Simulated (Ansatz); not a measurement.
N–CH₂, doublet: the ladder up to UCCSDT(Q)

Geometry: displaced at random from a stationary point.

```yaml
atoms:
  - { symbol: N, position_ang: [0.0007, 0.0061, 0.6676] }
  - { symbol: C, position_ang: [-0.0002, -0.0101, -0.5803] }
  - { symbol: H, position_ang: [0.0478, -0.8881, -1.1959] }
  - { symbol: H, position_ang: [-0.0550, 0.9238, -1.1661] }
```

Basis cc-pVDZ; Ansatz 0.2.0. Correlated methods freeze the noble-gas cores, which leaves 11 electrons in 36 orbitals. Prefix R: restricted or restricted open-shell reference; prefix U: unrestricted. Active spaces: valence = (11e, 10o) chosen from the atoms' valence shells.

Full CI isn't at hand for all of this; UCCSDT(Q) serves as the reference, and is uncertain by the last step of the cluster series or more. The frozen core follows each run's orbitals, which can shift R against U totals by a few meV.

Unrestricted rows (U) aren't spin-pure: their determinants' ⟨S²⟩ exceeds S(S+1) by up to 0.21, so they mix in states of higher spin. For open shells CISD is restricted-active-space CI with the open shells as a complete middle space.

```
UHF ⟨S²⟩                          : 0.959
T1 diagnostic (RCCSD)             : 0.0255
largest doubles amplitude (RCCSD) : 0.134
T1 diagnostic (UCCSD)             : 0.0457
```

```json
{"level": "UHF", "E − E(RHF) (eV)": "-0.2823"}
{"level": "RMP2", "E − E(RHF) (eV)": "-7.2362"}
{"level": "UMP2", "E − E(RHF) (eV)": "-6.9601"}
{"level": "RCCSD", "E − E(RHF) (eV)": "-7.9925"}
{"level": "UCCSD", "E − E(RHF) (eV)": "-7.9931"}
{"level": "RCCSD(T)", "E − E(RHF) (eV)": "-8.2545"}
{"level": "UCCSD(T)", "E − E(RHF) (eV)": "-8.2430"}
```

(1) Estimate how far UCCSDT(Q) in cc-pVDZ lies from RCCSD(T). The table doesn't fix it; the size of (T) and the diagnostics are the guide.

(1) UCCSDT(Q) in cc-pVDZ lies 43 meV below RCCSD(T), which is 17 % of the (T) step (-262 meV). A doubles amplitude is large, but (T) still catches most of what CCSD lacks.

The other levels:

| level | E − E(UCCSDT(Q)) (meV) | share of correlation (%) | wall time |
| --- | --- | --- | --- |
| CISD | 896 | 89.21 | 1.4 s |
| BCCD(T) | 44 | 99.47 | 0.84 s |
| RCCSDT | 21 | 99.74 | – |
| UCCSDT | 21 | 99.75 | – |
| RCCSDT(Q) | 1 | 99.99 | 29 s |
| CASSCF (valence space) | 4943 | 40.43 | – |
| NEVPT2 (valence space) | 951 | 88.54 | 6 s |
| MRCISD (valence space) | 278 | 96.65 | – |
| MRCISD+Q (valence space) | 18 | 99.78 | 12 s |

The correlation energy at UCCSDT(Q), counted from RHF, is -8.298 eV. That run took 27 s on 1 thread of Arm Neoverse V2, shared host.

Times hold each run's SCF and search for its determinant on a shared host, so for small cases they say little of a method's own cost; they ran on 1 thread of Arm Neoverse V2. Some runs computed forces too.

Natural occupations of CASSCF (valence space) about the gap: 1.983 1.977 1.973 1.920 1.002 0.084 0.025 0.023 0.019; effectively unpaired electrons, Σ n²(2−n)², 1.06.
